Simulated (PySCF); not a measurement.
Gas-phase thermal properties of C₄H₈ (isobutene)

Method: PySCF energies (xtb for GFN2) plus ideal-gas RRHO corrections (1 bar). The comparison is the NASA 1993 polynomial table, which mixes measured and estimated data. 6-31G* has spherical d functions here. All species are closed-shell singlets. B3LYP is the form with VWN-RPA correlation. The harmonic model lacks anharmonicity and excited electronic states, which grow with temperature; levels with a mode under 35 cm⁻¹ are left out. Internal rotation in C₄H₈ (isobutene) is treated as a harmonic vibration of one conformer, which makes the entropy rough.

```csv
level,point group,σ,ZPE (kJ/mol),S°298 (J/mol/K),Cp298 (J/mol/K),S°1000 (J/mol/K),H1000 − H298 (kJ/mol)
table,-,-,-,293.2,88.1,461.3,105.1
B3LYP/6-31G*,C2v,2,284.9,289.5,84.7,457.0,105.2
GFN2-xTB,C2v,2,278.6,296.2,86.3,466.1,106.6
HF/6-31G*,C2v,2,303.6,286.5,79.8,445.6,100.3
PBE/def2-SVP,C2v,2,274.0,291.4,88.0,464.9,108.7
PBE0/def2-TZVP,C2v,2,283.2,289.7,85.3,458.6,106.0
```
σ: rotational symmetry number. Electronic degeneracy used: 1. Frequencies are unscaled.
